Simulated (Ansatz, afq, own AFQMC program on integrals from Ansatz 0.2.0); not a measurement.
# B, doublet in 6-31G, levels against full CI

A free B atom.

Basis 6-31G. Only valence electrons are correlated. AFQMC by an in-house program on the Cholesky factors that Ansatz 0.2.0 writes for its CCSD(T) run. The CISD trial takes its coefficients from CCSD amplitudes. Released means that phaseless walkers are propagated on without the constraint, phases kept. Free AFQMC starts from the CCSD state and is never constrained. Its projection time is finite, and what remains of the start isn't in its error. Uncertainties: one standard error, sampling alone.

Determinant: UHF, the one that the program's search chose, which needn't be the lowest solution.

Full CI on the same integrals is exact in this basis and with this determinant's frozen core.

Cautions: the ph-AFQMC/HF walk drifts between its halves (2.4 errors).

```
T1 diagnostic                               : 0.0054
weight of the determinant in the CISD state : 0.942
⟨S²⟩ of the determinant                     : 0.750
size of the correlated space                : 3 electrons in 8 orbitals
```

```
  level  correlation energy (eV)
    MP2                  -0.6229
   CCSD                  -1.1390
CCSD(T)                  -1.1481
```

(1) Estimate where full CI lies against CCSD(T) on the same integrals.

(1) 0.4 kJ/mol below CCSD(T).

Reference: full CI, correlation energy -1.153 eV. The released energy is read at 2.40 1/Eh (meV from the phaseless value at times in 1/Eh: 0.1 ± 0.8 at 0.24, 0.3 ± 0.6 at 0.51, 0.5 ± 0.5 at 0.99, -0.3 ± 0.7 at 1.62, -1.0 ± 0.9 at 2.40).

```json
{"level": "CCSD(T)", "E − E(reference) (kJ/mol)": "0.4", "share of correlation (%)": "99.60"}
{"level": "ph-AFQMC/HF", "E − E(reference) (kJ/mol)": "10.9 ± 1.6", "share of correlation (%)": "90.21"}
{"level": "ph-AFQMC/CISD", "E − E(reference) (kJ/mol)": "0.1 ± 0.07", "share of correlation (%)": "99.87"}
{"level": "released AFQMC", "E − E(reference) (kJ/mol)": "0.0 ± 0.09", "share of correlation (%)": "99.96"}
{"level": "free AFQMC", "E − E(reference) (kJ/mol)": "0.1 ± 0.04", "share of correlation (%)": "99.95"}
```

Free projections are given only where their last times agree within the noise and don't stop above the reference; a slow remainder of the start can still hide under it. A walk keeps the symmetry of its determinant, which the program's search chose and which needn't be the lowest solution, so a lower state of the same spin and another symmetry isn't excluded. Released energies are given only where the last usable release times agree within the noise; a slower fall can still hide under it.
